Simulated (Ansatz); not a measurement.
The end point of a relaxation of HfN. All values below come from PBE (plane waves to 420 eV, PAW, scalar-relativistic; Ansatz, a program for electronic structure).

```
CELL_PARAMETERS angstrom
      0.00000     2.27389     2.27389
      2.27389     0.00000     2.27389
      2.27389     2.27389     0.00000
ATOMIC_POSITIONS crystal
  Hf 0.50000 0.50000 0.50000
  N  0.00000 0.00000 0.00000
```

Task: Determine the symmetry and give the standard cell with its independent sites.

Result: Space group Fm-3m (No. 225); a = 4.548 Å, b = 4.548 Å, c = 4.548 Å, α = 90.00°, β = 90.00°, γ = 90.00°

| atom | site | symmetry | x | y | z |
|---|---|---|---|---|---|
| Hf | 4b | m-3m | 0.5000 | 0.5000 | 0.5000 |
| N | 4a | m-3m | 0.0000 | 0.0000 | 0.0000 |

This is the rock salt type.

Task: Give the shortest distances between elements (the closest pairs, up to four, under 3.6 Å).

Result: Hf–N 2.27 Å; Hf–Hf 3.22 Å; N–N 3.22 Å.

The volume per atom is 11.76 Å³ and the density comes out as 13.59 g/cm³. The band gap is zero (metallic).

No spin polarisation in the result. The relaxed primitive cell holds an odd number of electrons. A magnetic state may lie lower.

Measured for HfN: a 4.519 Å (0 K or low temperature; as listed in Guo-Xu Zhang et al., New Journal of Physics (2018)). Computed minus measured — a: PBE +0.6 %. The computed values are for a static lattice.

The run could not lose the symmetry of its start; a randomly shaken copy of 4 atoms returns to this structure.
